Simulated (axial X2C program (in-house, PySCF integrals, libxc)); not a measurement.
Results of a calculation; reference values are marked as such.
SiS⁻: input and output of an EOM-EA-CCSD run

Program: an axial X2C code built on PySCF integrals.

Input and command:
```json
{"zs": [16, 14], "q": -1, "bas": ["dyall-av3z", "dyall-av3z"], "r0": 2.01, "eom": "ea", "thr": -2.0, "nmax": 92, "grid": [1, 0.96, 1.045, 0.92, 1.09, 1.15], "rq": 0}
```
```bash
python soeom.py task.json out
```

Keys: zs atomic numbers; q charge; bas basis sets; r0 starting distance in Å; eom kind of EOM run; thr threshold in hartree for freezing inner shells (an s shell follows its p shell); nmax most natural virtual spinors; grid distances as factors; rq charge at which the geometry is sought.

Output at R = 1.939 Å (near the PBE0 minimum at charge 0 of the determinant lowest at the starting distance; the state shown can have its own minimum elsewhere), reference SiS:

```
two-component X2C + atomic mean field  HF
basis functions 124  fitting functions 659  grid points 4354
iter        total energy     max residual
   1       -688.087847488     7.92e-02
   2       -688.102544135     3.87e-03
   3       -688.103132613     1.57e-03
   4       -688.103232001     1.28e-03
   5       -688.103262445     3.01e-04
   6       -688.103267805     1.07e-04
   7       -688.103268263     3.75e-05
   8       -688.103268326     3.59e-06
   9       -688.103268327     1.57e-06
converged
one-electron -1074.70008985  Coulomb 371.09361752  exact exchange -45.53179294  xc functional 0.00000000  nuclear repulsion 61.13238538  atomic mean-field constant -0.09738843
correlated 10  virtual 200  natural virtual 92  E(MP2) -0.266962417  MP2 remainder -0.023851558
iter   CCSD correlation   residual
   1     -0.255330754   1.46e-01
   2     -0.263757027   6.11e-02
   3     -0.266532131   2.63e-02
   4     -0.266556219   7.75e-03
   5     -0.266616757   2.77e-03
   6     -0.266618065   9.78e-04
   7     -0.266620722   2.58e-04
   8     -0.266623292   8.29e-05
   9     -0.266622563   2.83e-05
  10     -0.266622623   8.99e-06
  11     -0.266622450   3.46e-06
  12     -0.266622423   1.35e-06
  13     -0.266622410   6.59e-07
(T) -0.015641092  T1 0.0309  D1 0.0451  max T2 0.040
EOM-EA-CCSD roots
2*Omega      energy/Eh   energy/eV  one-particle weight
    1      -0.01047971     -0.2852      0.944
    1       0.03050335      0.8300      0.988
    1       0.03225356      0.8777      0.987
    1       0.04320882      1.1758      0.987
    1       0.08407398      2.2878      0.985
    3      -0.00978860     -0.2664      0.945
    3       0.04329396      1.1781      0.987
    3       0.10064988      2.7388      0.988
    3       0.12392519      3.3722      0.950
    5       0.12387595      3.3708      0.950
    5       0.20323389      5.5303      0.033
    7       0.22156122      6.0290      0.000
```
T1 in the output is the amplitude norm over the root of the electron number; divide by √2 for the Lee–Taylor value.

Reference electrons by ω block (each with its −ω partner): 1/2: 12, 3/2: 3. Root energies count from the CCSD energy of the reference. Roots of positive energy are unbound. The reference need not be the lowest state of its species. All roots sought are printed; those with a small one-particle weight need a further excitation, are placed far too high, and may in truth lie low or lowest. Inner shells are frozen, and levels at this size can be off by some tenths of an eV.
